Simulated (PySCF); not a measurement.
Process, species as SMILES: S=C=S + 4 [H][H] (H2) → C (CH4) + 2 S (H2S)
B3LYP-D3(BJ)/def2-TZVP geometries, fixed; electronic energies without zero-point terms.

How fast the energy of full hydrogenation converges with the basis for several methods (PySCF): deviation from each method's own reference, in kcal/mol. References: HF -87.89 kcal/mol, the value in def2-QZVPPD; PBE -64.64 kcal/mol, the value in def2-QZVPPD; PBE0 -76.28 kcal/mol, the value in def2-QZVPPD. All functions are spherical. Density fitting with generated auxiliary sets. No added dispersion term, no relativity. 

```
basis              functions     HF    PBE   PBE0
-----------------  ---------  -----  -----  -----
6-31G**                   50  -1.35   2.51   1.27
pcseg-1                   50  -5.47  -1.67  -2.61
cc-pV(D+d)Z               60  -3.69  -1.04  -1.83
6-311G**                  70  -3.30  -0.60  -1.21
aug-cc-pV(D+d)Z           87  -5.43  -6.18  -5.54
6-311++G(2d,2p)           97  -3.15  -2.47  -2.68
def2-TZVPD               129   0.86   1.16   1.08
6-311++G(3df,3pd)        133   0.05  -0.43  -0.26
def2-TZVPPD              139  -0.26  -0.22  -0.20
pcseg-3                  192  -0.23   0.12   0.05
def2-QZVPP               197   0.10   0.29   0.21
def2-QZVPPD              221   0.00   0.00   0.00
```

Mean absolute deviation over 6-311G**, 6-311++G(2d,2p), def2-TZVPD, 6-311++G(3df,3pd), def2-TZVPPD: PBE 0.98, PBE0 1.09, HF 1.52 kcal/mol.
